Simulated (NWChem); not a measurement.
Everything below was run with NWChem. System: Be, charge 0, spin multiplicity 1. Level: RHF/cc-pVDZ.

NWChem printed:

```
             Northwest Computational Chemistry Package (NWChem) 7.3.0
             --------------------------------------------------------

                                NWChem Input Module
                                -------------------

 Scaling coordinates for geometry "geometry" by  1.889725989
 (inverse scale =  0.529177249)

                             Geometry "geometry" -> ""
                             -------------------------

 Output coordinates in angstroms (scale by  1.889725989 to convert to a.u.)

  No.       Tag          Charge          X              Y              Z
 ---- ---------------- ---------- -------------- -------------- --------------
    1 Be                   4.0000     0.00000000     0.00000000     0.00000000

 Effective nuclear repulsion energy (a.u.)       0.0000000000

            Nuclear Dipole moment (a.u.)
            ----------------------------
        X                 Y               Z
 ---------------- ---------------- ----------------
     0.0000000000     0.0000000000     0.0000000000

      Symmetry information
      --------------------

 Group name             D2h
 Group number             26
 Group order               8
 No. of unique centers     1

      Symmetry unique atoms

     1


 Summary of "ao basis" -> "" (spherical)
 ------------------------------------------------------------------------------
       Tag                 Description            Shells   Functions and Types
 ---------------- ------------------------------  ------  ---------------------
 *                          cc-pvdz                   on all atoms

 Summary of "ao basis" -> "ao basis" (spherical)
 ------------------------------------------------------------------------------
       Tag                 Description            Shells   Functions and Types
 ---------------- ------------------------------  ------  ---------------------
 Be                         cc-pvdz                  6       14   3s2p1d

                                 NWChem SCF Module
                                 -----------------

  ao basis        = "ao basis"
  functions       =    14
  atoms           =     1
  closed shells   =     2
  open shells     =     0
  charge          =   0.00
  wavefunction    = RHF
  use symmetry    = T
  symmetry adapt  = T

 Summary of "ao basis" -> "ao basis" (spherical)
 ------------------------------------------------------------------------------
       Tag                 Description            Shells   Functions and Types
 ---------------- ------------------------------  ------  ---------------------
 Be                         cc-pvdz                  6       14   3s2p1d

      Symmetry analysis of basis
      --------------------------

        ag          5
        au          0
        b1g         1
        b1u         2
        b2g         1
        b2u         2
        b3g         1
        b3u         2

 Forming initial guess at       0.0s

      Superposition of Atomic Density Guess
      -------------------------------------

 Sum of atomic energies:         -14.57233763

      Non-variational initial energy
      ------------------------------

 Total energy =     -14.572338
 1-e energy   =     -19.061947
 2-e energy   =       4.489609
 HOMO         =      -0.309039
 LUMO         =       0.058259

      Symmetry analysis of molecular orbitals - initial
      -------------------------------------------------

 !! scf_movecs_sym_adapt:   11 vectors were symmetry contaminated

  Symmetry fudging

 !! scf_movecs_sym_adapt:   11 vectors were symmetry contaminated

  Numbering of irreducible representations:

     1 ag          2 au          3 b1g         4 b1u         5 b2g
     6 b2u         7 b3g         8 b3u

  Orbital symmetries:

     1 ag          2 ag          3 b2u         4 b1u         5 b3u
     6 ag          7 b1u         8 b2u         9 b3u        10 b3g
    11 b2g        12 b1g

 Starting SCF solution at       0.0s

 ----------------------------------------------
         Quadratically convergent ROHF

 Convergence threshold     :          1.000E-07
 Maximum no. of iterations :          100
 Final Fock-matrix accuracy:          1.000E-09
 ----------------------------------------------

              iter       energy          gnorm     gmax       time
             ----- ------------------- --------- --------- --------
                 1      -14.5723376310  1.79D-07  1.78D-07      0.1
                 2      -14.5723376310  1.10D-11  1.10D-11      0.1

       Final RHF  results
       ------------------

         Total SCF energy =    -14.572337630951
      One-electron energy =    -19.061945850909
      Two-electron energy =      4.489608219958
 Nuclear repulsion energy =      0.000000000000

        Time for solution =      0.0s

       Symmetry analysis of molecular orbitals - final
       -----------------------------------------------

  Numbering of irreducible representations:

     1 ag          2 au          3 b1g         4 b1u         5 b2g
     6 b2u         7 b3g         8 b3u

  Orbital symmetries:

     1 ag          2 ag          3 b1u         4 b3u         5 b2u
     6 ag          7 b2u         8 b3u         9 b1u        10 b3g
    11 b2g        12 b1g

             Final eigenvalues
             -----------------

              1
    1   -4.7323
    2   -0.3090
    3    0.0583
    4    0.0583
    5    0.0583
    6    0.2988
    7    0.3502
    8    0.3502
    9    0.3502
   10    0.6508
   11    0.6508
   12    0.6508

                       ROHF Final Molecular Orbital Analysis
                       -------------------------------------

 Vector    2  Occ=2.000000D+00  E=-3.090386D-01  Symmetry=ag
              MO Center= -1.0D-32,  4.8D-19,  5.9D-19, r^2= 2.3D+00
   Bfn.  Coefficient  Atom+Function         Bfn.  Coefficient  Atom+Function
  ----- ------------  ---------------      ----- ------------  ---------------
     3      0.580116  1 Be s                  2      0.489040  1 Be s

 Vector    3  Occ=0.000000D+00  E= 5.825877D-02  Symmetry=b1u
              MO Center=  1.1D-34,  1.9D-34, -1.2D-18, r^2= 4.5D+00
   Bfn.  Coefficient  Atom+Function         Bfn.  Coefficient  Atom+Function
  ----- ------------  ---------------      ----- ------------  ---------------
     9      0.793317  1 Be pz                 6      0.299588  1 Be pz

 Vector    4  Occ=0.000000D+00  E= 5.825877D-02  Symmetry=b3u
              MO Center=  1.0D-32, -4.0D-36, -1.1D-34, r^2= 4.5D+00
   Bfn.  Coefficient  Atom+Function         Bfn.  Coefficient  Atom+Function
  ----- ------------  ---------------      ----- ------------  ---------------
     7      0.793317  1 Be px                 4      0.299588  1 Be px

 Vector    5  Occ=0.000000D+00  E= 5.825877D-02  Symmetry=b2u
              MO Center= -1.2D-33,  8.5D-19, -5.1D-34, r^2= 4.5D+00
   Bfn.  Coefficient  Atom+Function         Bfn.  Coefficient  Atom+Function
  ----- ------------  ---------------      ----- ------------  ---------------
     8      0.793317  1 Be py                 5      0.299588  1 Be py

 center of mass
 --------------
 x =   0.00000000 y =   0.00000000 z =   0.00000000

 moments of inertia (a.u.)
 ------------------
           0.000000000000           0.000000000000           0.000000000000
           0.000000000000           0.000000000000           0.000000000000
           0.000000000000           0.000000000000           0.000000000000

  Mulliken analysis of the total density
  --------------------------------------

    Atom       Charge   Shell Charges
 -----------   ------   -------------------------------------------------------
    1 Be   4     4.00   2.00  0.90  1.10  0.00  0.00  0.00

       Multipole analysis of the density wrt the origin
       ------------------------------------------------

     L   x y z        total         open         nuclear
     -   - - -        -----         ----         -------
     0   0 0 0     -0.000000      0.000000      4.000000

     1   1 0 0      0.000000      0.000000      0.000000
     1   0 1 0     -0.000000      0.000000      0.000000
     1   0 0 1      0.000000      0.000000      0.000000

     2   2 0 0     -5.742340      0.000000      0.000000
     2   1 1 0     -0.000000      0.000000      0.000000
     2   1 0 1      0.000000      0.000000      0.000000
     2   0 2 0     -5.742340      0.000000      0.000000
     2   0 1 1      0.000000      0.000000      0.000000
     2   0 0 2     -5.742340      0.000000      0.000000

 Task  times  cpu:        0.0s     wall:        0.0s

 Total times  cpu:        0.1s     wall:        0.1s
```

Task: Write an NWChem input that would produce this output.

Result: Several could match; the one computed here: 
```
start mol
memory heap 200 mb stack 900 mb global 1100 mb
geometry units angstroms nocenter noautoz
  Be     0.000000     0.000000     0.000000
  symmetry group D2h
end
basis spherical
  * library cc-pvdz
end
scf
  rhf
  nopen 0
  maxiter 100
  thresh 1e-7
  semidirect memsize 60000000 filesize 0
end
task scf energy
```
